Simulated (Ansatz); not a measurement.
# BPH₃ (quartet): wave-function methods side by side, cc-pVDZ

The task here is to estimate one member of a computed series from the others.

Computed with Ansatz 0.2.0, Gaussian basis. Level: cc-pVDZ, core rule «outside noble gas», up to 6 orbitals frozen.

To be run: UHF; CCSD(T) on ROHF; CCSD(T) on UHF; BCCD(T) on ROHF; CISD; CCSDT(Q) on ROHF; CCSDT(Q) on UHF.

17 further runs of the same task are left out: 10 that didn't finish, 7 set aside as unsound or not needed.

### The system

The geometry is a PBE0/def2-TZVP stationary point (not a proven minimum) of the parent state, kept for this charge and spin.

5 atoms, charge 0, spin multiplicity 4.

Atoms are counted from 1 here; the program's logs count them from 0.

Bond lengths: B1–P2 1.817 Å, B1–H3 1.187 Å, P2–H4 1.416 Å, P2–H5 1.410 Å. Angles: P2–B1–H3 136.1°, B1–P2–H4 108.9°, B1–P2–H5 105.9°, H4–P2–H5 100.2°.

Set-up of the first run:

Input file in.yaml:

```yaml
crystal:
  periodic: [false, false, false]
  atoms:
    - {symbol: B, position_ang: [0.099987, 0.159970, 1.324829]}
    - {symbol: P, position_ang: [-0.079971, -0.033477, -0.473099]}
    - {symbol: H, position_ang: [0.033993, -0.552065, 2.271946]}
    - {symbol: H, position_ang: [0.685590, -1.148850, -0.892407]}
    - {symbol: H, position_ang: [0.665456, 1.013847, -1.051220]}
basis:
  gaussian: {orbitals: cc-pVDZ}
magnetization: {spin_polarized: true, initial_magnetization: 3}
hamiltonian: {xc: hf}
output: {orbitals: {seedname: orbitals}}
```

Run with:

```console
$ ansatz run in.yaml --threads 1 --pin off --events-out ev --progress --plain --max-ram 2393MiB
```

Among the steps run: UHF; CCSD(T) on ROHF; CCSD(T) on UHF; BCCD(T) on ROHF; CISD; CCSDT(Q) on ROHF; CCSDT(Q) on UHF.

One of the session's tables, all rows but one given; the rest of the session is left out.

It belongs to the step «Misses and costs». 

```
   method  from UCCSDT(Q) (meV)
     ROHF               +5900.5
      UHF               +5742.7
     RMP2               +1213.6
     UMP2                     ?
     CISD                +580.2
    RCCSD                +190.8
    UCCSD                +187.8
 RCCSD(T)                 +40.2
 UCCSD(T)                 +39.9
  BCCD(T)                 +39.9
   RCCSDT                  +7.9
   UCCSDT                  +7.1
RCCSDT(Q)                  +1.1
UCCSDT(Q)                     0
```

Q: Estimate the row for UMP2 from the others.

The run gave: from UCCSDT(Q) (meV): +1212.1. In the column «from UCCSDT(Q) (meV)» it lies between CISD (+580.2) and RMP2 (+1213.6).

Limits of these values: Restricted and unrestricted rows rest on different reference determinants; where their highest levels disagree by more than a few hundredths of an eV, they describe different states and don't form one ladder.
